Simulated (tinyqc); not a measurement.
Inside a calculation (part 1 of 2). Method: RKS/LDA (VWN5) in the sto-3g basis, for H2O, spin multiplicity 1. Computed by tinyqc, a small Python program that keeps every step (integrals from PySCF). Settings: charge = 0, multiplicity = 1, basis = sto-3g, energy threshold = 1e-10, iteration cap = 89, orthogonalisation = symmetric, start = random, DIIS depth = 6, shift = 0.5, method = RKS, functional = lda,vwn, grid = [10, 14]. Command: `OMP_NUM_THREADS=1 python tinyqc.py 22162 22163 out.jsonl` (the two numbers bound the seeds that draw the settings). One thread of a shared host (Intel(R) Xeon(R) Processor @ 2.60GHz), about 0.9 s of CPU time with the checks. Later iterations appear only in the table of the cycle.

## One-electron integrals

Geometry (angstrom):
```
atom         x          y         z
O     0.000000   0.000000  0.000000
H     0.000000   0.802000  0.795000
H     0.000000  -0.812000  0.804000
```

Basis sto-3g: exponents (1/bohr^2) and contraction coefficients of normalised primitives:
```
element  l (shell)    exponent  coefficient
O            s (1)  130.709320     0.154329
O            s (1)   23.808861     0.535328
O            s (1)    6.443608     0.444635
O            s (2)    5.033151    -0.099967
O            s (2)    1.169596     0.399513
O            s (2)    0.380389     0.700115
O            p (3)    5.033151     0.155916
O            p (3)    1.169596     0.607684
O            p (3)    0.380389     0.391957
H            s (1)    3.425251     0.154329
H            s (1)    0.623914     0.535328
H            s (1)    0.168855     0.444635
```

Overlap, kinetic and nuclear-attraction integrals over the contracted functions; the nuclear repulsion is the sum of Za Zb / Rab.

nuclear repulsion = 7.78145745 hartree

overlap S, order 1O 1s, 1O 2s, 1O 2px, 1O 2py, 1O 2pz, 2H 1s, 3H 1s:
```
[[1.000000, 0.236704, 0.000000, 0.000000, 0.000000, 0.035826, 0.034703],
 [0.236704, 1.000000, 0.000000, 0.000000, 0.000000, 0.369316, 0.361752],
 [0.000000, 0.000000, 1.000000, 0.000000, 0.000000, 0.000000, 0.000000],
 [0.000000, 0.000000, 0.000000, 1.000000, 0.000000, 0.233957, -0.230418],
 [0.000000, 0.000000, 0.000000, 0.000000, 1.000000, 0.231915, 0.228148],
 [0.035826, 0.369316, 0.000000, 0.233957, 0.231915, 1.000000, 0.217535],
 [0.034703, 0.361752, 0.000000, -0.230418, 0.228148, 0.217535, 1.000000]]
```

kinetic energy T (hartree), order 1O 1s, 1O 2s, 1O 2px, 1O 2py, 1O 2pz, 2H 1s, 3H 1s:
```
[[29.003200, -0.168011, 0.000000, 0.000000, 0.000000, -0.008772, -0.008862],
 [-0.168011, 0.808128, 0.000000, 0.000000, 0.000000, 0.061024, 0.056914],
 [0.000000, 0.000000, 2.528731, 0.000000, 0.000000, 0.000000, 0.000000],
 [0.000000, 0.000000, 0.000000, 2.528731, 0.000000, 0.120579, -0.115389],
 [0.000000, 0.000000, 0.000000, 0.000000, 2.528731, 0.119527, 0.114252],
 [-0.008772, 0.061024, 0.000000, 0.120579, 0.119527, 0.760032, 0.001610],
 [-0.008862, 0.056914, 0.000000, -0.115389, 0.114252, 0.001610, 0.760032]]
```

nuclear attraction V (hartree), order 1O 1s, 1O 2s, 1O 2px, 1O 2py, 1O 2pz, 2H 1s, 3H 1s:
```
[[-61.550154, -7.403616, 0.000000, -0.000181, -0.015516, -1.147199, -1.110923],
 [-7.403616, -9.979849, 0.000000, -0.002025, -0.190776, -2.825561, -2.757111],
 [0.000000, 0.000000, -9.851386, 0.000000, 0.000000, 0.000000, 0.000000],
 [-0.000181, -0.002025, 0.000000, -9.935076, -0.001251, -1.568640, 1.536425],
 [-0.015516, -0.190776, 0.000000, -0.001251, -9.933530, -1.612228, -1.578179],
 [-1.147199, -2.825561, 0.000000, -1.568640, -1.612228, -5.233282, -1.220432],
 [-1.110923, -2.757111, 0.000000, 1.536425, -1.578179, -1.220432, -5.193554]]
```

core Hamiltonian H = T + V (hartree), order 1O 1s, 1O 2s, 1O 2px, 1O 2py, 1O 2pz, 2H 1s, 3H 1s:
```
[[-32.546954, -7.571627, 0.000000, -0.000181, -0.015516, -1.155970, -1.119785],
 [-7.571627, -9.171721, 0.000000, -0.002025, -0.190776, -2.764537, -2.700197],
 [0.000000, 0.000000, -7.322655, 0.000000, 0.000000, 0.000000, 0.000000],
 [-0.000181, -0.002025, 0.000000, -7.406345, -0.001251, -1.448061, 1.421036],
 [-0.015516, -0.190776, 0.000000, -0.001251, -7.404798, -1.492701, -1.463927],
 [-1.155970, -2.764537, 0.000000, -1.448061, -1.492701, -4.473250, -1.218822],
 [-1.119785, -2.700197, 0.000000, 1.421036, -1.463927, -1.218822, -4.433523]]
```

## Two-electron integrals

Functions are numbered as in S; the eight-fold symmetry (ij|kl) = (ji|kl) = (kl|ij) leaves the list below.

Two-electron integrals (ij|kl) in chemists' order, unique and non-zero (hartree):
```
(11|11) 4.785065    (21|11) 0.741380    (21|21) 0.136873    (22|11) 1.118947
(22|21) 0.256633    (22|22) 0.817206    (31|31) 0.024477    (32|31) 0.037809
(32|32) 0.180518    (33|11) 1.115814    (33|21) 0.256684    (33|22) 0.817023
(33|33) 0.880159    (41|41) 0.024477    (42|41) 0.037809    (42|42) 0.180518
(43|43) 0.047444    (44|11) 1.115814    (44|21) 0.256684    (44|22) 0.817023
(44|33) 0.785270    (44|44) 0.880159    (51|51) 0.024477    (52|51) 0.037809
(52|52) 0.180518    (53|53) 0.047444    (54|54) 0.047444    (55|11) 1.115814
(55|21) 0.256684    (55|22) 0.817023    (55|33) 0.785270    (55|44) 0.785270
(55|55) 0.880159    (61|11) 0.113543    (61|21) 0.020803    (61|22) 0.038814
(61|33) 0.038737    (61|41) 0.000675    (61|42) 0.001273    (61|44) 0.038856
(61|51) 0.000670    (61|52) 0.001262    (61|54) 0.000117    (61|55) 0.038854
(61|61) 0.003202    (62|11) 0.297019    (62|21) 0.069068    (62|22) 0.246062
(62|33) 0.241726    (62|41) 0.003687    (62|42) 0.029057    (62|44) 0.248164
(62|51) 0.003655    (62|52) 0.028804    (62|54) 0.006381    (62|55) 0.248052
(62|61) 0.010721    (62|62) 0.094431    (63|31) 0.006969    (63|32) 0.041500
(63|43) 0.005918    (63|53) 0.005866    (63|63) 0.012943    (64|11) 0.158202
(64|21) 0.037241    (64|22) 0.141646    (64|33) 0.135333    (64|41) 0.008701
(64|42) 0.057196    (64|44) 0.150669    (64|51) 0.001717    (64|52) 0.015559
(64|54) 0.009336    (64|55) 0.138773    (64|61) 0.006016    (64|62) 0.066074
(64|64) 0.058646    (65|11) 0.156821    (65|21) 0.036916    (65|22) 0.140409
(65|33) 0.134152    (65|41) 0.001717    (65|42) 0.015559    (65|44) 0.137622
(65|51) 0.008671    (65|52) 0.056923    (65|54) 0.009358    (65|55) 0.149294
(65|61) 0.005963    (65|62) 0.065497    (65|64) 0.045304    (65|65) 0.057852
(66|11) 0.459627    (66|21) 0.108595    (66|22) 0.445403    (66|33) 0.428061
(66|41) 0.007027    (66|42) 0.077784    (66|44) 0.454024    (66|51) 0.006965
(66|52) 0.077105    (66|54) 0.025737    (66|55) 0.453573    (66|61) 0.016973
(66|62) 0.222450    (66|64) 0.177626    (66|65) 0.176076    (66|66) 0.774606
(71|11) 0.109960    (71|21) 0.020148    (71|22) 0.037596    (71|33) 0.037522
(71|41) -0.000653   (71|42) -0.001232   (71|44) 0.037637    (71|51) 0.000647
(71|52) 0.001219    (71|54) -0.000113   (71|55) 0.037634    (71|61) 0.003062
(71|62) 0.010115    (71|64) 0.005218    (71|65) 0.005631    (71|66) 0.015903
(71|71) 0.003003    (72|11) 0.289768    (72|21) 0.067390    (72|22) 0.240339
(72|33) 0.236092    (72|41) -0.003598   (72|42) -0.028448   (72|44) 0.242405
(72|51) 0.003562    (72|52) 0.028168    (72|54) -0.006250   (72|55) 0.242281
(72|61) 0.010189    (72|62) 0.075854    (72|64) 0.036586    (72|65) 0.051315
(72|66) 0.147405    (72|71) 0.010132    (72|72) 0.090368    (73|31) 0.006775
(73|32) 0.040436    (73|43) -0.005781   (73|53) 0.005724    (73|63) 0.010074
(73|73) 0.012338    (74|11) -0.155027   (74|21) -0.036496   (74|22) -0.138963
(74|33) -0.132783   (74|41) 0.008471    (74|42) 0.055856    (74|44) -0.147788
(74|51) -0.001679   (74|52) -0.015268   (74|54) 0.009134    (74|55) -0.136159
(74|61) -0.005281   (74|62) -0.036817   (74|64) -0.008073   (74|65) -0.024395
(74|66) -0.064346   (74|71) -0.005708   (74|72) -0.063519   (74|74) 0.056476
(75|11) 0.153499    (75|21) 0.036137    (75|22) 0.137594    (75|33) 0.131474
(75|41) -0.001679   (75|42) -0.015268   (75|44) 0.134884    (75|51) 0.008438
(75|52) 0.055554    (75|54) -0.009157   (75|55) 0.146266    (75|61) 0.005689
(75|62) 0.051431    (75|64) 0.024306    (75|65) 0.044363    (75|66) 0.109427
(75|71) 0.005652    (75|72) 0.062893    (75|74) -0.043703   (75|75) 0.055611
(76|11) 0.118379    (76|21) 0.027840    (76|22) 0.109502    (76|33) 0.106553
(76|41) -0.000005   (76|42) -0.000069   (76|44) 0.108246    (76|51) 0.002167
(76|52) 0.021208    (76|54) -0.000020   (76|55) 0.113582    (76|61) 0.004292
(76|62) 0.043662    (76|64) 0.026418    (76|65) 0.034054    (76|66) 0.112963
(76|71) 0.004158    (76|72) 0.042816    (76|74) -0.026096   (76|75) 0.033494
(76|76) 0.026208    (77|11) 0.454681    (77|21) 0.107437    (77|22) 0.441234
(77|33) 0.424153    (77|41) -0.006903   (77|42) -0.076782   (77|44) 0.449753
(77|51) 0.006835    (77|52) 0.076026    (77|54) -0.025348   (77|55) 0.449251
(77|61) 0.016243    (77|62) 0.149487    (77|64) 0.064891    (77|65) 0.110651
(77|66) 0.323457    (77|71) 0.016261    (77|72) 0.216671    (77|74) -0.173812
(77|75) 0.172100    (77|76) 0.112963    (77|77) 0.774606
```

## Orthogonalisation

S = U s U^T; symmetric (Loewdin) form X = U s^(-1/2) U^T, so that X^T S X = 1.

eigenvalues of S: [0.458024, 0.545541, 0.876599, 1.000000, 1.115629, 1.237115, 1.767092]

X, order 1O 1s, 1O 2s, 1O 2px, 1O 2py, 1O 2pz, 2H 1s, 3H 1s:
```
[[1.023450, -0.135099, 0.000000, -0.000150, -0.007596, 0.017888, 0.017508],
 [-0.135099, 1.138325, 0.000000, 0.001800, 0.071556, -0.205349, -0.198680],
 [0.000000, 0.000000, 1.000000, 0.000000, 0.000000, 0.000000, 0.000000],
 [-0.000150, 0.001800, 0.000000, 1.055073, 0.000994, -0.154221, 0.151287],
 [-0.007596, 0.071556, 0.000000, 0.000994, 1.043988, -0.126410, -0.122925],
 [0.017888, -0.205349, 0.000000, -0.154221, -0.126410, 1.120960, -0.079792],
 [0.017508, -0.198680, 0.000000, 0.151287, -0.122925, -0.079792, 1.115867]]
```

## Starting guess

The start is random orthonormal orbitals; D = 2 C_occ C_occ^T.

D at the start, order 1O 1s, 1O 2s, 1O 2px, 1O 2py, 1O 2pz, 2H 1s, 3H 1s:
```
[[1.177711, 0.329957, 0.059011, -0.564725, 0.042864, -0.516235, 0.216347],
 [0.329957, 1.870448, -0.085230, 0.691924, 0.445157, -0.402067, -0.803897],
 [0.059011, -0.085230, 1.967310, 0.173067, 0.129180, -0.077681, 0.169227],
 [-0.564725, 0.691924, 0.173067, 1.329225, -0.578419, -0.518069, -0.098804],
 [0.042864, 0.445157, 0.129180, -0.578419, 1.609125, 0.060900, -1.363912],
 [-0.516235, -0.402067, -0.077681, -0.518069, 0.060900, 1.774257, 0.477884],
 [0.216347, -0.803897, 0.169227, -0.098804, -1.363912, 0.477884, 1.599363]]
```

## Iteration 1: exchange-correlation on the grid

Becke grid with 10 radial and 14 angular points per atom, points of zero weight dropped. rho = sum D_ij phi_i phi_j; V_xc,ij = sum w v_xc phi_i phi_j; v_xc is d(rho eps)/d rho.

The 8 grid points with the largest w rho, of 416 (bohr, atomic units):
```
x                 y          z         w       rho     eps_xc       v_xc
-0.687448  0.687448  -0.687448  0.855160  0.348295  -0.582631  -0.763796
0.687448   0.687448  -0.687448  0.855160  0.341322  -0.578979  -0.758972
-1.190694  0.000000   0.000000  0.760106  0.324155  -0.569767  -0.746805
1.190694   0.000000   0.000000  0.760106  0.304231  -0.558650  -0.732124
0.687448   0.687448   0.687448  0.704666  0.306520  -0.559952  -0.733843
0.000000   1.190694   0.000000  0.683921  0.302227  -0.557505  -0.730612
-0.382923  0.382923  -0.382923  0.175870  1.108333  -0.836773  -1.099927
-0.687448  0.687448   0.687448  0.704666  0.273941  -0.540760  -0.708503
```

electrons on the grid, sum of w rho = 10.023942

E_xc = sum of w rho eps_xc = -7.06758347 hartree

V_xc (hartree), order 1O 1s, 1O 2s, 1O 2px, 1O 2py, 1O 2pz, 2H 1s, 3H 1s:
```
[[-2.442820, -0.379132, -0.000223, 0.004160, -0.004046, -0.058339, -0.056615],
 [-0.379132, -0.782458, 0.005456, -0.043629, -0.025124, -0.240212, -0.220528],
 [-0.000223, 0.005456, -0.796829, -0.007671, -0.007398, -0.000244, 0.000813],
 [0.004160, -0.043629, -0.007671, -0.774681, 0.019426, -0.151121, 0.122621],
 [-0.004046, -0.025124, -0.007398, 0.019426, -0.782734, -0.147940, -0.137513],
 [-0.058339, -0.240212, -0.000244, -0.151121, -0.147940, -0.525900, -0.103365],
 [-0.056615, -0.220528, 0.000813, 0.122621, -0.137513, -0.103365, -0.480727]]
```

## Iteration 1: building the Kohn-Sham matrix

J_ij = sum D_kl (ij|kl); F = H + J + V_xc; E = tr D H + tr D J / 2 + E_xc + E_nn.

Coulomb J (hartree), order 1O 1s, 1O 2s, 1O 2px, 1O 2py, 1O 2pz, 2H 1s, 3H 1s:
```
[[14.039963, 2.791694, -0.002346, 0.022038, 0.028634, 0.425698, 0.410728],
 [2.791694, 7.538717, -0.019071, 0.216017, 0.215691, 2.392219, 2.255024],
 [-0.002346, -0.019071, 7.536332, 0.013546, 0.013284, -0.001289, -0.004005],
 [0.022038, 0.216017, 0.013546, 7.527211, -0.030393, 1.446496, -1.268860],
 [0.028634, 0.215691, 0.013284, -0.030393, 7.537960, 1.445892, 1.369502],
 [0.425698, 2.392219, -0.001289, 1.446496, 1.445892, 4.885479, 1.108012],
 [0.410728, 2.255024, -0.004005, -1.268860, 1.369502, 1.108012, 4.539554]]
```

Kohn-Sham matrix F (hartree), order 1O 1s, 1O 2s, 1O 2px, 1O 2py, 1O 2pz, 2H 1s, 3H 1s:
```
[[-20.949812, -5.159065, -0.002569, 0.026017, 0.009072, -0.788611, -0.765672],
 [-5.159065, -2.415462, -0.013615, 0.170364, -0.000209, -0.612530, -0.665701],
 [-0.002569, -0.013615, -0.583152, 0.005875, 0.005886, -0.001534, -0.003191],
 [0.026017, 0.170364, 0.005875, -0.653815, -0.012218, -0.152686, 0.274797],
 [0.009072, -0.000209, 0.005886, -0.012218, -0.649573, -0.194749, -0.231939],
 [-0.788611, -0.612530, -0.001534, -0.152686, -0.194749, -0.113670, -0.214175],
 [-0.765672, -0.665701, -0.003191, 0.274797, -0.231939, -0.214175, -0.374696]]
```

total energy of this density = -61.83419912 hartree

## Iteration 1: diagonalisation and new density

A level shift of 0.5 hartree raises the virtual space: F + shift (S - S D(s) S), with D(s) the density of one spin (D/2). Diagonalise F' = X^T F X, C = X C', fill 5 alpha and 5 beta electrons from the bottom; D = 2 C_occ C_occ^T. Each column has its largest component positive (the first on a tie).

F' = X^T F X (hartree):
```
[[-20.426990, -2.715912, -0.013162, 0.146441, -0.019956, 0.001686, -0.162675],
 [-2.715912, -1.329242, 0.001567, 0.040221, 0.047073, -0.348673, -0.223019],
 [-0.013162, 0.001567, -0.574979, -0.028925, -0.029081, 0.008857, -0.034059],
 [0.146441, 0.040221, -0.028925, -0.396188, 0.099191, -0.127544, 0.267835],
 [-0.019956, 0.047073, -0.029081, 0.099191, -0.429640, -0.216802, 0.032984],
 [0.001686, -0.348673, 0.008857, -0.127544, -0.216802, 0.255713, -0.196003],
 [-0.162675, -0.223019, -0.034059, 0.267835, 0.032984, -0.196003, 0.087399]]
```

orbital energies (hartree): [-20.808748, -1.095035, -0.583910, -0.557307, -0.434837, 0.129595, 0.536315]

coefficients C, order 1O 1s, 1O 2s, 1O 2px, 1O 2py, 1O 2pz, 2H 1s, 3H 1s:
```
[[0.995071, -0.252627, 0.007884, -0.027097, -0.000952, 0.097799, 0.045137],
 [0.021290, 0.977495, -0.042478, 0.159682, 0.052328, -0.597875, -0.239492],
 [0.000638, 0.000835, 0.956455, 0.215803, -0.189703, -0.038936, 0.033459],
 [-0.006740, -0.071727, -0.034930, 0.743677, 0.520471, 0.312558, -0.481464],
 [0.001660, 0.023949, 0.273928, -0.567240, 0.745066, -0.296326, -0.293042],
 [-0.007817, 0.097352, 0.033929, -0.098569, 0.138027, 0.499699, 1.027625],
 [-0.001145, 0.020159, 0.022700, -0.101957, -0.297451, 0.948198, -0.574830]]
```

D after iteration 1, order 1O 1s, 1O 2s, 1O 2px, 1O 2py, 1O 2pz, 2H 1s, 3H 1s:
```
[[2.109567, -0.460937, 0.004595, -0.019017, 0.024844, -0.059130, -0.006014],
 [-0.460937, 1.971981, -0.030531, 0.154429, -0.079562, 0.170072, -0.026258],
 [0.004595, -0.030531, 1.994729, 0.056558, -0.003465, -0.029855, 0.112305],
 [-0.019017, 0.154429, 0.056558, 1.660712, -0.090712, -0.019159, -0.465738],
 [0.024844, -0.079562, -0.003465, -0.090712, 1.904996, 0.340729, -0.314174],
 [-0.059130, 0.170072, -0.029855, -0.019159, 0.340729, 0.078914, -0.056530],
 [-0.006014, -0.026258, 0.112305, -0.465738, -0.314174, -0.056530, 0.199590]]
```

## Iteration 2: exchange-correlation on the grid

As before.

The 8 grid points with the largest w rho, of 416 (bohr, atomic units):
```
x                  y          z         w       rho     eps_xc       v_xc
0.687448    0.687448  -0.687448  0.855160  0.341656  -0.579155  -0.759205
-0.687448   0.687448  -0.687448  0.855160  0.336069  -0.576194  -0.755294
-0.687448  -0.687448  -0.687448  0.855193  0.317800  -0.566273  -0.742190
0.687448   -0.687448  -0.687448  0.855193  0.306691  -0.560049  -0.733971
-1.190694   0.000000   0.000000  0.760106  0.338327  -0.577395  -0.756879
0.000000    0.000000  -1.190694  0.760537  0.334324  -0.575263  -0.754063
1.190694    0.000000   0.000000  0.760106  0.333727  -0.574944  -0.753642
0.687448    0.687448   0.687448  0.704666  0.335282  -0.575775  -0.754739
```

electrons on the grid, sum of w rho = 9.989807

E_xc = sum of w rho eps_xc = -9.22882450 hartree

V_xc (hartree), order 1O 1s, 1O 2s, 1O 2px, 1O 2py, 1O 2pz, 2H 1s, 3H 1s:
```
[[-2.834340, -0.419560, 0.000151, -0.000784, 0.000444, -0.064644, -0.062557],
 [-0.419560, -0.833884, 0.000831, -0.004791, -0.004886, -0.230629, -0.225277],
 [0.000151, 0.000831, -0.835565, -0.001503, -0.000250, 0.000006, 0.000041],
 [-0.000784, -0.004791, -0.001503, -0.833275, 0.002029, -0.129877, 0.127417],
 [0.000444, -0.004886, -0.000250, 0.002029, -0.838828, -0.130187, -0.127479],
 [-0.064644, -0.230629, 0.000006, -0.129877, -0.130187, -0.344055, -0.086590],
 [-0.062557, -0.225277, 0.000041, 0.127417, -0.127479, -0.086590, -0.357373]]
```

## Iteration 2: building the Kohn-Sham matrix

As before.

Coulomb J (hartree), order 1O 1s, 1O 2s, 1O 2px, 1O 2py, 1O 2pz, 2H 1s, 3H 1s:
```
[[18.155365, 3.450298, -0.000978, 0.005296, -0.000057, 0.524852, 0.508023],
 [3.450298, 8.588534, -0.004071, 0.022356, 0.017679, 2.531538, 2.469311],
 [-0.000978, -0.004071, 8.582615, 0.003715, 0.000607, -0.000351, -0.000931],
 [0.005296, 0.022356, 0.003715, 8.573343, -0.005882, 1.441145, -1.406263],
 [-0.000057, 0.017679, 0.000607, -0.005882, 8.586178, 1.432119, 1.403035],
 [0.524852, 2.531538, -0.000351, 1.441145, 1.432119, 4.509919, 1.111398],
 [0.508023, 2.469311, -0.000931, -1.406263, 1.403035, 1.111398, 4.479824]]
```

Kohn-Sham matrix F (hartree), order 1O 1s, 1O 2s, 1O 2px, 1O 2py, 1O 2pz, 2H 1s, 3H 1s:
```
[[-17.225929, -4.540890, -0.000827, 0.004332, -0.015128, -0.695762, -0.674319],
 [-4.540890, -1.417072, -0.003240, 0.015540, -0.177983, -0.463627, -0.456162],
 [-0.000827, -0.003240, 0.424396, 0.002212, 0.000357, -0.000346, -0.000890],
 [0.004332, 0.015540, 0.002212, 0.333723, -0.005104, -0.136793, 0.142190],
 [-0.015128, -0.177983, 0.000357, -0.005104, 0.342551, -0.190769, -0.188372],
 [-0.695762, -0.463627, -0.000346, -0.136793, -0.190769, -0.307387, -0.194014],
 [-0.674319, -0.456162, -0.000890, 0.142190, -0.188372, -0.194014, -0.311071]]
```

total energy of this density = -73.85505269 hartree

## Iteration 2: DIIS over 2 matrices

error matrix X^T (FDS - SDF) X:
```
[[0.000000, 0.025144, 0.006007, -0.046385, -0.011503, -0.059352, -0.126002],
 [-0.025144, 0.000000, -0.007876, 0.080373, 0.125964, 0.315289, 0.273406],
 [-0.006007, 0.007876, 0.000000, -0.025231, 0.013712, 0.002653, 0.036795],
 [0.046385, -0.080373, 0.025231, 0.000000, -0.196034, 0.391558, -0.654221],
 [0.011503, -0.125964, -0.013712, 0.196034, 0.000000, 0.488689, 0.269846],
 [0.059352, -0.315289, -0.002653, -0.391558, -0.488689, 0.000000, 0.221965],
 [0.126002, -0.273406, -0.036795, 0.654221, -0.269846, -0.221965, 0.000000]]
```

B (overlaps of the stored error matrices):
```
[[6.7473557e+02, -9.7228270e-01],
 [-9.7228270e-01, 2.4034736e+00]]
```

Minimise |sum c_i e_i|^2 with sum c_i = 1: solve [B -1; -1 0][c; lambda] = [0; -1] with B_ij = tr e_i^T e_j, and take F = sum c_i F_i.

DIIS coefficients: [0.004971, 0.995029]

extrapolated F (hartree), order 1O 1s, 1O 2s, 1O 2px, 1O 2py, 1O 2pz, 2H 1s, 3H 1s:
```
[[-17.244440, -4.543963, -0.000836, 0.004439, -0.015008, -0.696224, -0.674773],
 [-4.543963, -1.422035, -0.003292, 0.016310, -0.177099, -0.464368, -0.457204],
 [-0.000836, -0.003292, 0.419387, 0.002230, 0.000384, -0.000352, -0.000901],
 [0.004439, 0.016310, 0.002230, 0.328814, -0.005139, -0.136872, 0.142849],
 [-0.015008, -0.177099, 0.000384, -0.005139, 0.337619, -0.190789, -0.188589],
 [-0.696224, -0.464368, -0.000352, -0.136872, -0.190789, -0.306424, -0.194115],
 [-0.674773, -0.457204, -0.000901, 0.142849, -0.188589, -0.194115, -0.311387]]
```
